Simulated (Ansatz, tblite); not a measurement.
# The cluster Ti3+: one state, many levels

An exercise on one series of results from a longer session: the logs are not shown, and one member is left open.

Computed with Ansatz 0.2.0, Gaussian basis. Level: as each input shows.

Plan: GFN1-xTB, GFN2-xTB, PBE-D4/def2-TZVP, r2SCAN-D4/def2-TZVP, B97M-V/def2-TZVP, LDA/def2-TZVP, PBE-QIDH/def2-TZVP, B2PLYP/def2-TZVP, HSE06-D4/def2-TZVP, PBE+5HF/def2-TZVP, PBE+10HF/def2-TZVP, PBE+15HF/def2-TZVP, PBE+35HF/def2-TZVP, PBE+50HF/def2-TZVP, PBE-D4/def2-SVP, PBE0-D4/def2-SVP, CCSD(T)/def2-TZVP, RPA/def2-TZVP.

4 further runs of the same task are left out: 2 that didn't finish, 2 set aside as unsound or not needed.

### The relaxed structure

The doublet was relaxed beforehand with PBE-D4/def2-TZVP. At that level it is the lowest of the isomers that a small search found.

3 atoms, charge 1, spin multiplicity 2.

Bond lengths: Ti1–Ti2 2.243 Å, Ti1–Ti3 2.638 Å, Ti2–Ti3 2.130 Å. Angles: Ti2–Ti1–Ti3 51.0°, Ti1–Ti2–Ti3 74.2°, Ti1–Ti3–Ti2 54.9°.

No spin-orbit coupling is included. The ion is computed in the gas phase, without counter-ions or solvent.

PBE0-D4/def2-TZVP was run before; its log isn't repeated, and its numbers join the tables.

Set-up of the first run:

Tight binding, by tblite at 300 K electronic temperature and without a spin-polarisation term:

```python
tblite.interface.Calculator('GFN1-xTB', numbers, positions, charge=1, uhf=1).singlepoint()
```

Tight binding, by tblite at 300 K electronic temperature and without a spin-polarisation term:

```python
tblite.interface.Calculator('GFN2-xTB', numbers, positions, charge=1, uhf=1).singlepoint()
```

start.molden holds the orbitals of an earlier run on this state, given as this run's starting guess.

Contents of in.yaml:

```yaml
crystal:
  periodic: [false, false, false]
  atoms:
    - {symbol: Ti, position_ang: [0.332586, 0.947202, 1.073718]}
    - {symbol: Ti, position_ang: [0.292914, 0.319542, -1.079001]}
    - {symbol: Ti, position_ang: [-0.625500, -1.266743, 0.005273]}
basis:
  gaussian: {orbitals: def2-TZVP, initial_orbitals: start.molden}
total_charge: 1
magnetization: {spin_polarized: true, initial_magnetization: 1}
hamiltonian: {xc: pbe, dispersion: d4}
scf: {omitted_lower_state_checks: [starts]}
output: {orbitals: {seedname: orbitals}}
```

The run is started by

```
> ansatz run in.yaml --threads 4 --pin off --events-out ev --progress --plain --max-ram 3916MiB
```

Steps of the session up to this table: PBE-D4/def2-TZVP; r2SCAN-D4/def2-TZVP; B97M-V/def2-TZVP; LDA/def2-TZVP; PBE-QIDH/def2-TZVP; B2PLYP/def2-TZVP; HSE06-D4/def2-TZVP; PBE+5HF/def2-TZVP; PBE+10HF/def2-TZVP; PBE+15HF/def2-TZVP; PBE+35HF/def2-TZVP; PBE+50HF/def2-TZVP; PBE-D4/def2-SVP; PBE0-D4/def2-SVP; CCSD(T)/def2-TZVP; RPA/def2-TZVP.

One of the session's tables, all rows but one given; the rest of the session is left out.

It belongs to the step «Levels side by side». 

```
              level  HOMO (eV)  LUMO (eV)  gap (eV)
      LDA/def2-TZVP          ?          ?         ?
    PBE-D4/def2-SVP      -7.60      -7.01      0.59
   PBE-D4/def2-TZVP      -8.06      -7.45      0.61
r2SCAN-D4/def2-TZVP      -8.20      -6.94      1.25
   B97M-V/def2-TZVP      -8.21      -7.11      1.10
   PBE0-D4/def2-SVP      -8.79      -6.06      2.73
  PBE0-D4/def2-TZVP      -9.15      -6.25      2.90
 HSE06-D4/def2-TZVP      -8.76      -6.62      2.15
  PBE+5HF/def2-TZVP      -8.26      -7.12      1.14
 PBE+10HF/def2-TZVP      -8.47      -6.83      1.64
 PBE+15HF/def2-TZVP      -8.68      -6.62      2.06
 PBE+35HF/def2-TZVP      -9.59      -5.89      3.69
 PBE+50HF/def2-TZVP     -10.05      -5.38      4.67
```

**Question.** Estimate the row for LDA/def2-TZVP.

As computed: HOMO (eV): -8.22; LUMO (eV): -7.88; gap (eV): 0.34. In the column «HOMO (eV)» it lies between PBE+5HF/def2-TZVP (-8.26) and B97M-V/def2-TZVP (-8.21).

To keep in mind: Doubts: large T1 diagnostic, spin contamination. Notes on CCSD(T)/def2-TZVP: large T1 diagnostic, spin contamination.
